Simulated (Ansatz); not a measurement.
hydrogen isocyanide (SMILES [C-]#[NH+]) moved off its minimum; all values from Ansatz (a first-principles code), cores frozen in correlated methods.
(charge 0, multiplicity 1)
```xyz
3

C      0.0147     0.0018    -0.7271
N     -0.0292    -0.0709     0.3854
H     -0.0103    -0.0060     1.4326
```

```tsv
level	largest force (eV/Å)	on atom	rms difference from CCSD(T)/aug-cc-pVTZ (eV/Å)	dipole (D)
HF/def2-TZVPP	7.39	N2	1.471	3.25
PBE/def2-TZVPP	9.55	N2	0.197	3.39
r2SCAN/def2-TZVPP	9.00	N2	0.472	3.41
B3LYP/def2-TZVPP	8.68	N2	0.628	3.35
wB97M-V/def2-TZVPP	8.70	N2	0.631	3.35
MP2/aug-cc-pVTZ	10.06	N2	0.024	3.54
CCSD(T)/aug-cc-pVTZ	10.01	N2	0.000	3.39
```

The differences count from one level among others, with limits of its own. Forces at CCSD(T)/aug-cc-pVTZ (eV/Å):

```csv
atom,Fx,Fy,Fz
C1,0.264,0.412,-7.772
N2,-0.178,-0.172,10.002
H3,-0.086,-0.240,-2.231
```
